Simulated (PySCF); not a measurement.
Compound: C2H5O3S (charge -1).
Geometry (GFN2-xTB, Å), atoms numbered from 1 in this order:
```xyz
11
C2H5O3S angstrom
C     -1.271   -0.291    0.356
C     -0.190    0.742    0.195
S      1.358   -0.220   -0.053
O      1.118   -1.004   -1.265
O      2.410    0.787   -0.203
O      1.490   -1.030    1.159
H     -1.010   -0.925    1.200
H     -1.281   -0.912   -0.537
H     -2.265    0.140    0.513
H     -0.040    1.352    1.080
H     -0.314    1.364   -0.686
```

The closed-shell SCF was solved with PySCF and density fitting under several settings on one GFN2-xTB geometry (grid level 2 and gas phase unless stated).

```tsv
settings	basis functions	SCF cycles	E (Eh)	HOMO (eV)	LUMO (eV)
PBE0/pcSseg-1	134	14	-702.5842	-1.81	5.49
B97-D/cc-pVDZ, IEF-PCM dichloromethane	113	14	-702.9839	-4.13	2.27
```

Estimate the rows for these settings: (1) PBE0/aug-pcSseg-1; (2) PBE0/def2-SVPD, IEF-PCM methanol, start guess vsap, damping 0.3 at the start, DIIS from the seventh cycle; (3) HCTH407/STO-3G, level shift 0.3 Eh.

```tsv
settings	basis functions	SCF cycles	E (Eh)	HOMO (eV)	LUMO (eV)
PBE0/aug-pcSseg-1	208	16	-702.6147	-2.18	2.61
PBE0/def2-SVPD, IEF-PCM methanol, start guess vsap, damping 0.3 at the start, DIIS from the seventh cycle	176	15	-702.4132	-7.14	0.74
HCTH407/STO-3G, level shift 0.3 Eh	39	15	-694.2321	6.40	11.92
```

Over all rows, what range does the HOMO–LUMO gap span?

From 4.79 eV (PBE0/aug-pcSseg-1) to 7.88 eV (PBE0/def2-SVPD, IEF-PCM methanol, start guess vsap, damping 0.3 at the start, DIIS from the seventh cycle).

Compare two rows with the functional PBE0: PBE0/pcSseg-1 and PBE0/aug-pcSseg-1. Which energy is lower, and by how much?

PBE0/aug-pcSseg-1 (208 functions) lies 0.0305 Eh or 19 kcal/mol below PBE0/pcSseg-1 (134 functions).

B97-D ran without the empirical dispersion term, which would shift the total energy alone. Cycle counts include a coarse-grid stage where the run had one. The HOMO energy is positive at HCTH407/STO-3G; such an orbital is held in place by the finite basis. The species at its GFN2-xTB geometry.
